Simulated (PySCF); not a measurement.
## Do core-level shifts follow atomic charges?

Species: 1-hexyne, C₆H₁₀.
SMILES with atom numbers: `[CH:1]#[C:2][CH2:3][CH2:4][CH2:5][CH3:6]`

Cartesian coordinates in Å at the PBE0-D3(BJ)/def2-SVP level; atoms count from 1:
```
atom  x, y, z in Å
C1     3.509    0.999   -0.099
C2     2.533    0.288   -0.003
C3     1.341   -0.542    0.111
C4     0.034    0.249    0.021
C5    -1.199   -0.635    0.144
C6    -2.502    0.143    0.059
H7     4.376    1.627   -0.183
H8     1.377   -1.093    1.067
H9     1.363   -1.313   -0.680
H10    0.010    0.797   -0.936
H11    0.025    1.019    0.811
H12   -1.173   -1.406   -0.646
H13   -1.157   -1.186    1.100
H14   -2.572    0.894    0.861
H15   -2.586    0.678   -0.901
H16   -3.376   -0.520    0.147
```

Binding energies: delta-SCF UKS SCAN, pcX-2 on the ionised atom, pcseg-1 elsewhere, spin-free X2C in PySCF 2.14.0. Charges: PBE0/pcSseg-1 ground-state density, for the ionised atom.

```
atom             environment  C 1s (eV)  Mulliken (e)  IAO (e)  Hirshfeld (e)  ESP (e)
  C1  terminal alkyne carbon     290.02        -0.407   -0.261         -0.135   -0.571
  C2           alkyne carbon     290.56        +0.187   -0.024         -0.040   +0.122
  C4        chain CH2 carbon     290.62        -0.256   -0.237         -0.060   +0.088
  C6           methyl carbon     290.65        -0.262   -0.407         -0.113   -0.361
  C5        chain CH2 carbon     290.66        -0.288   -0.243         -0.062   +0.180
  C3      propargylic carbon     291.40        -0.174   -0.266         -0.049   -0.190
```

Task: Give the correlation coefficient and slope of binding energy on charge for each scheme.

Result: Hirshfeld: r = 0.64, slope 7.4 eV per e; ESP: r = 0.31, slope 0.4 eV per e; Mulliken: r = 0.26, slope 0.6 eV per e; IAO: r = -0.09, slope -0.3 eV per e. Hirshfeld charges have the highest r, on only 6 points.

Task: The point-charge model writes a binding energy as kq + V + constant, with V the potential of the other atoms' charges at the site. What does it give with the IAO charges?

Result: V = Σ 14.40 eV Å × q/r over all other atoms: +2.38 eV at C1, -2.41 eV at C2, +1.52 eV at C4, +4.56 eV at C6, +1.40 eV at C5, +2.54 eV at C3. Fitting binding energy − V to q gives k = 18.2 eV per e and leaves an rms residual of 0.44 eV, against 0.40 eV for the fit on q alone. The model has no term for differences in relaxation between sites.

The unrestricted hole states depart most from a pure doublet (⟨S²⟩ = 0.75; over 0.85 named) for C 1s of C2 (0.88), which makes this value less certain. One conformer (not necessarily the lowest) at the PBE0-D3(BJ)/def2-SVP geometry, without solvent, vibrations or thermal averaging.
